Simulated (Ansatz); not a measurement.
`CC(C)(O)F` + H₂ → `CC(O)F` + CH₄ at 700 K and 1 bar (hydrogenolysis of a C–C bond).

Program: Ansatz. Geometries: PBE0-D4/def2-TZVP. ΔE: electronic, gas phase. CCSD(T)/CBS adds triple-zeta CCSD(T) − MP2 to the extrapolated MP2 energy (def2 sets, frozen cores). This one scheme is used for every species. Each species was taken in one conformer, which may not be the lowest.

| species | CCSD(T)/CBS energy (Eh) | H − E (kJ/mol) | S (J/(mol·K)) |
| --- | --- | --- | --- |
| `CC(C)(O)F` | -293.35271 | 338.2 | 427.7 |
| H₂ | -1.17544 | 46.8 | 155.3 |
| `CC(O)F` | -254.08332 | 248.1 | 371.2 |
| CH₄ | -40.46206 | 145.9 | 224.0 |

H − E and S are ideal-gas, rigid-rotor, harmonic terms from PBE0-D4/def2-TZVP, for one conformer and one mirror image of each species. For small species the MP2-based limit differs from directly extrapolated CCSD(T) by up to some mEh (0.8 for H₂); such offsets cancel only in part. 1 Eh = 2625.50 kJ/mol, R = 8.31446 J/(mol·K).

Problem. By hand: ΔE, ΔH, ΔS and ΔG.

Solution. ΔE = (-254.08332) + (-40.46206) − (-293.35271) − (-1.17544) = -0.01723 Eh = -45.2 kJ/mol. Δ(H − E) = 248.1 + 145.9 − 338.2 − 46.8 = 9.0, so ΔH = -36.2 kJ/mol. ΔS = 371.2 + 224.0 − 427.7 − 155.3 = 12.2 J/(mol·K). ΔG = -36.2 − 700 × (12.2)/1000 = -44.7 kJ/mol.

Problem. By hand: the equilibrium constant, and the temperature at which ΔG would vanish if ΔH and ΔS stayed fixed.

Solution. log₁₀ K = −ΔG/(RT ln 10) = 3.3. ΔH and −TΔS have one sign here, so there is no such temperature.

The number of gas molecules stays the same, so ΔS is small and ΔH decides. A doubt of 5 kJ/mol in ΔE shifts log₁₀ K by 0.4 here. Other conformers and mirror images would add mixing entropy, several J/(mol·K) or more a flexible species. These are equilibria of isolated gas molecules and say nothing of rates. Largest T1 diagnostic: 0.011 (customary marks: 0.02 for closed shells, 0.045 for open ones).

ΔS is within the doubt of such terms, so its sign, and with it that verdict, could turn.
